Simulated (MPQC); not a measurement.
# P2H4 (diphosphine): a first try and a second

Wanted: a single-point energy of P2H4 (diphosphine), HF/6-31+G* (spherical functions).

The results are computed with MPQC 2.3.1.

5 further runs of the same task are left out: 2 that didn't finish, 3 set aside as unsound or not needed.

## 1. The system as given

The species is P2H4 (6 atoms), meant as a singlet with charge 0. SMILES: `PP`. Geometry: relaxed at PBE0-D4/def2-TZVP. This is one conformer, not always the lowest.

Bond lengths: P1–P2 2.227 Å, P1–H3 1.422 Å, P1–H4 1.422 Å, P2–H5 1.422 Å, P2–H6 1.422 Å. Angles: P1–P2–H5 93.6°, P1–P2–H6 93.6°, P2–P1–H3 93.6°, P2–P1–H4 93.6°, H5–P2–H6 92.0°, H3–P1–H4 92.0°.

## 2. First attempt

input.in

```
% H4P2
molecule<Molecule>: (
  symmetry = auto
  unit = bohr
  { atoms geometry } = {
    P  [ 0.68993901    -1.98194476    -0.15552446 ]
    P  [ -0.69012798     1.98251168     0.14758761 ]
    H  [ -0.93919388    -2.87540727     1.78579119 ]
    H  [ -1.08111232    -2.63219952    -2.06906113 ]
    H  [ 0.95015430     2.88107645    -1.78182276 ]
    H  [ 1.07034088     2.62596342     2.07302956 ]
  }
)
basis<GaussianBasisSet>: (
  name = "6-31+G*"
  molecule = $:molecule
  basisdir = "."
  puream = yes
)
mpqc: (
  checkpoint = no
  savestate = no
  restart = no
  do_energy = yes
  do_gradient = no
  optimize = no
  mole<CLHF>: (
    molecule = $:molecule
    basis = $:basis
    total_charge = 0
    memory = 1000000000
    print_evals = yes
    print_npa = yes
    maxiter = 3
    guess_wavefunction<CLHF>: (
      molecule = $:molecule
      total_charge = 0
      memory = 1000000000
      value_accuracy = 1e-3
      basis<GaussianBasisSet>: (
        name = "STO-3G"
        molecule = $:molecule
      )
    )
  )
)
```

The basis set 6-31+G* is read from a file made from the Basis Set Exchange's data (not shown).

Run with:

```sh
mpqc input.in > input.out
```

Output:

```text
MPQC: Massively Parallel Quantum Chemistry
                                   Version 2.3.1

  Using IntegralV3 by default for molecular integrals evaluation

  Molecule: setting point group to c1

      CLSCF::init: total charge = 0

      docc = [ 17 ]
      nbasis = 22

  CLSCF::init: total charge = 0

  docc = [ 17 ]
  nbasis = 52

  Molecular formula H4P2

  MPQC options:
    matrixkit     = <ReplSCMatrixKit>
    restart       = no
    checkpoint    = no
    savestate     = no
    do_energy     = yes
    do_gradient   = no
    optimize      = no
    write_pdb     = no
    print_mole    = yes
    print_timings = yes

  SCF::compute: energy accuracy = 1.0000000e-06

  nuclear repulsion energy =   88.6190539251

  integral intermediate storage = 389210 bytes
  integral cache = 999588742 bytes
  Projecting guess wavefunction into the present basis set

      SCF::compute: energy accuracy = 1.0000000e-03

      nuclear repulsion energy =   88.6190539251

      integral intermediate storage = 58803 bytes
      integral cache = 999937149 bytes
      Starting from core Hamiltonian guess

      Using symmetric orthogonalization.
      n(basis):            22
      Maximum orthogonalization residual = 1.98228
      Minimum orthogonalization residual = 0.293614
      Beginning iterations.  Basis is STO-3G.
      iter     1 energy = -675.6625124062 delta = 5.07308e-01
      iter     2 energy = -676.1210790473 delta = 1.12240e-01
      iter     3 energy = -676.1353168141 delta = 2.24905e-02
      iter     4 energy = -676.1362169082 delta = 7.19502e-03

      HOMO is    17   A =  -0.239573
      LUMO is    18   A =   0.354088

      total scf energy = -676.1362169082

      Projecting the guess density.

        The number of electrons in the guess density = 34
        Using symmetric orthogonalization.
        n(basis):            52
        Maximum orthogonalization residual = 5.58326
        Minimum orthogonalization residual = 0.00162881
        The number of electrons in the projected density = 33.9494

  Beginning iterations.  Basis is 6-31+G*.
  iter     1 energy = -683.4204518364 delta = 2.06370e-01
  iter     2 energy = -683.7363839145 delta = 3.73001e-02
  iter     3 energy = -683.7462209478 delta = 8.28164e-03

  A
        1  -79.93088    2.00000
        2  -79.93087    2.00000
        3   -7.49028    2.00000
        4   -7.49014    2.00000
        5   -5.38302    2.00000
        6   -5.38298    2.00000
        7   -5.38287    2.00000
        8   -5.38262    2.00000
        9   -5.38133    2.00000
       10   -5.38120    2.00000
[... 38 lines of this table left out ...]
       49    1.36321    0.00000
       50    1.44452    0.00000
       51    1.47777    0.00000
       52    1.49222    0.00000

  HOMO is    17   A =  -0.342108
  LUMO is    18   A =   0.061843

  total scf energy = -683.7462209478
ERROR: SC EXCEPTION RAISED:
terminate called after throwing an instance of 'sc::ToleranceExceeded'
```

Wall time 1.4 s (1 thread of Intel Xeon Platinum 8259CL at 2.50GHz (Skylake/Cascade Lake), shared host); peak memory 0.077 GiB.

## 3. Diagnosis

No converged result was reached.

What is wrong: the iteration cap is too low for convergence. To mend it: raise the iteration cap from 3.

## 4. Second attempt

mol.in

```
% H4P2
molecule<Molecule>: (
   symmetry = auto
   unit = bohr
   { atoms geometry } = {
      P  [ 0.68993901 -1.98194476 -0.15552446 ]
      P  [ -0.69012798 1.98251168 0.14758761 ]
      H  [ -0.93919388 -2.87540727 1.78579119 ]
      H  [ -1.08111232 -2.63219952 -2.06906113 ]
      H  [ 0.95015430 2.88107645 -1.78182276 ]
      H  [ 1.07034088 2.62596342 2.07302956 ]
   }
)
basis<GaussianBasisSet>: (
   name = "6-31+G*"
   molecule = $:molecule
   basisdir = "."
   puream = yes
)
mpqc: (
   checkpoint = no
   savestate = no
   restart = no
   do_energy = yes
   do_gradient = no
   optimize = no
   mole<CLHF>: (
      molecule = $:molecule
      basis = $:basis
      total_charge = 0
      memory = 1000000000
      print_evals = yes
      print_npa = yes
      maxiter = 60
      guess_wavefunction<CLHF>: (
         molecule = $:molecule
         total_charge = 0
         memory = 1000000000
         value_accuracy = 1e-3
         basis<GaussianBasisSet>: (
            name = "STO-3G"
            molecule = $:molecule
         )
      )
   )
)
```

The basis set 6-31+G* is read from a file made from the Basis Set Exchange's data (not shown).

Run with:

```sh
mpqc -o mol.out mol.in
```

Output:

```text
MPQC: Massively Parallel Quantum Chemistry
[...]
  LUMO is    18   A =   0.061232
  total scf energy = -683.7470542151
Value of the MolecularEnergy: -683.7470542151
[...]
      symmetry = c1
[...]
```

Wall time 4.5 s (1 thread of Intel Xeon Platinum 8259CL at 2.50GHz (Skylake/Cascade Lake), shared host); peak memory 0.12 GiB.

## 5. What came out

At HF/6-31+G* (spherical functions):

| quantity | value |
| --- | --- |
| total energy | -683.74705 Eh |
| HOMO energy | -9.34 eV |
| LUMO energy | 1.67 eV |
| HOMO–LUMO gap | 11.01 eV |
